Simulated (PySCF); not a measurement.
**Ionisation energy of O by level of theory**

O [He] 2s2 2p4 (3P) → O+ [He] 2s2 2p3 (4S), as a difference of total energies. Computed with PySCF 2.14 in ANO-RCC-VTZP (4s3p2d1f, 30 functions), with scalar relativity by spin-free X2C-1e. Correlated levels: valence: 1s2 frozen. The calculations carry no spin-orbit coupling.

```tsv
method	ionisation energy (eV)
UHF	12.033
SCS-MP2 (valence)	13.374
CCSD (valence)	13.337
CCSD(T) (valence)	13.376
```

Problem. Estimate what MP2 (valence) gives.

Solution. 13.288 eV, closest to CCSD (valence) among the rows shown.

Problem. Estimate what CCSDT (valence) gives.

Solution. 13.379 eV, closest to CCSD(T) (valence) among the rows shown.

A first-order spin-orbit estimate (lowest level to lowest level, LS coupling) adds 0.010 eV.

Errors of the correlated levels include the incompleteness of this basis and the frozen core.

For comparison: 13.618 eV (measured; NIST Atomic Spectra Database, ionization energies).
